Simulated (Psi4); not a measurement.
**NH2 (SMILES [NH2]), run twice**

Aim: the energy of NH2 at USCS-MP2/aug-cc-pVQZ (density fitting).

The results are computed with Psi4 1.11.

3 further runs of the same task are left out: 2 that didn't finish, 1 set aside as unsound or not needed.

## (1) The system as given

NH2: 3 atoms, total charge 0, spin state doublet. SMILES: `[NH2]`. Geometry: relaxed at GFN2-xTB.

Bond lengths: N1–H2 1.014 Å, N1–H3 1.014 Å. Angles: H2–N1–H3 110.0°.

## (2) First attempt

Input file calc.in:

```
memory 1600 mb

molecule m {
  1 2
  N      0.307180    -0.182210     0.151440
  H      0.155580     0.820260     0.174790
  H     -0.462760    -0.638040    -0.326220
}

set globals {
  basis     aug-cc-pVQZ
  reference uhf
  scf_type  df
  mp2_type  df
}

e = energy("scs-mp2")
print_variables()
```

Launch:

```sh
psi4 calc.in calc.out -n 1
```

calc.out:

```text
Psi4 1.11 release

qcelemental.exceptions.ValidationError: Inconsistent or unspecified chg/mult: sys chg: None, frag chg: [1.0], sys mult: None, frag mult: [2]

Printing out the relevant lines from the Psithon --> Python processed input file:
    from psi4.driver.wrapper_database import database, db, DB_RGT, DB_RXN
    from psi4.driver.wrapper_autofrag import auto_fragments
    psi4_io = core.IOManager.shared_object()
    core.set_memory_bytes(1600000000)

--> m = geometry("""
      1 2
      N      0.307180    -0.182210     0.151440
      H      0.155580     0.820260     0.174790
      H     -0.462760    -0.638040    -0.326220
    ""","m")

!----------------------------------------------------------------------------------!
!                                                                                  !
!  Inconsistent or unspecified chg/mult: sys chg: None, frag chg: [1.0], sys mult: !
!     None, frag mult: [2]                                                         !
!                                                                                  !
!----------------------------------------------------------------------------------!

    Psi4 run time: 0:00:00.00
```

Wall time 1.8 s (1 thread of Intel Xeon Platinum 8259CL at 2.50GHz (Skylake/Cascade Lake), shared host); peak memory 0.13 GiB.

## (3) Diagnosis

The program refused the input.

The telling line is `qcelemental.exceptions.ValidationError: Inconsistent or unspecified chg/mult: sys chg: None, frag chg: [1.0], sys mult: None, frag mult: [2]`. The fault: charge and multiplicity as typed don't fit the electron count or the species meant. To mend it: charge 0 in place of 1. That is the species meant; for the charge typed, the multiplicity would have to change.

## (4) Try two

Input file input.dat:

```
memory 1600 mb

molecule mol {
  0 2
  N      0.307180    -0.182210     0.151440
  H      0.155580     0.820260     0.174790
  H     -0.462760    -0.638040    -0.326220
  units angstrom
}

set basis aug-cc-pVQZ
set reference uhf
set scf_type df
set mp2_type df

result, w = energy("scs-mp2", return_wfn=True)
print_variables()
```

Launch:

```sh
psi4 -i input.dat -o output.dat -n 1
```

output.dat:

```text
[...]
  Running in cs symmetry.
[...]
  Nuclear repulsion =    7.623248640330202
[...]
  Multiplicity = 2
[...]
  Nalpha       = 5
  Nbeta        = 4
[...]
    Number of basis functions: 172
[...]
   @DF-UHF iter   1:   -55.55149633714787   -7.22997e-01   2.21309e-03 DIIS/ADIIS
[...]
   @DF-UHF iter  11:   -55.59100901847337   -7.24540e-11   9.74375e-09 DIIS
[...]
   @S^2 Observed:                7.595910888E-01
[...]
    Orbital Energies [Eh]
    ---------------------
    Alpha Occupied:
       1Ap   -15.590705     2Ap    -1.165074     3Ap    -0.664158
       1App   -0.514597     4Ap    -0.496881
    Alpha Virtual:
       5Ap     0.026218     6Ap     0.042125     2App    0.100032
       7Ap     0.101645     8Ap     0.134691     9Ap     0.142963
      10Ap     0.181453    11Ap     0.186709     3App    0.200944
       4App    0.235320    12Ap     0.242589    13Ap     0.287789
      14Ap     0.350116    15Ap     0.367903    16Ap     0.379767
      17Ap     0.391457     5App    0.392161     6App    0.440058
      18Ap     0.449638    19Ap     0.544575     7App    0.572016
[...]
  @DF-UHF Final Energy:   -55.59100901847337
   => Energetics <=
    Nuclear Repulsion Energy =              7.6232486403302024
    One-Electron Energy =                 -90.3002395829774542
    Two-Electron Energy =                  27.0859819241738791
    Total Energy =                        -55.5910090184733718
  UHF NO Occupations:
  HONO-2 :    3 Ap 1.9991255
  HONO-1 :    4 Ap 1.9968276
[...]
 Multipole Moments:
 ------------------------------------------------------------------------------------
     Multipole            Electronic (a.u.)      Nuclear  (a.u.)        Total (a.u.)
 ------------------------------------------------------------------------------------
 L = 1.  Multiply by 2.5417464519 to convert [e a0] to [Debye]
 Dipole X            :          0.2136092           -0.8411302           -0.6275210
 Dipole Y            :         -0.1142200            0.4500467            0.3358267
 Dipole Z            :          0.0000000            0.0000000            0.0000000
 Magnitude           :                                                    0.7117319
[...]
	SCS-MP2 Total Energy (a.u.)        :   -55.82536736410514
	SOS-MP2 Total Energy (a.u.)        :   -55.80985470677143
	SCSN-MP2 Total Energy (a.u.)       :   -55.67291584919538
[...]
	SOS-PI-MP2 Total Energy (a.u.)     :   -55.84632898815443
[...]
	MP2 Total Energy (a.u.)            :   -55.81991839738956
[...]
```

Run time: 31 s. Hardware: 1 thread of Intel Xeon Platinum 8259CL at 2.50GHz (Skylake/Cascade Lake), shared host; peak memory 1 GiB.

## (5) Summary of results

At USCS-MP2/aug-cc-pVQZ (density fitting):

```
                                                  quantity         value
                                              total energy  -55.82537 Eh
HOMO energy (Hartree–Fock orbitals) (highest over α and β)     -12.32 eV
 LUMO energy (Hartree–Fock orbitals) (lowest over α and β)       0.71 eV
                                        correlation energy    -234.4 mEh
                         ⟨S²⟩ of the reference determinant         0.760
```
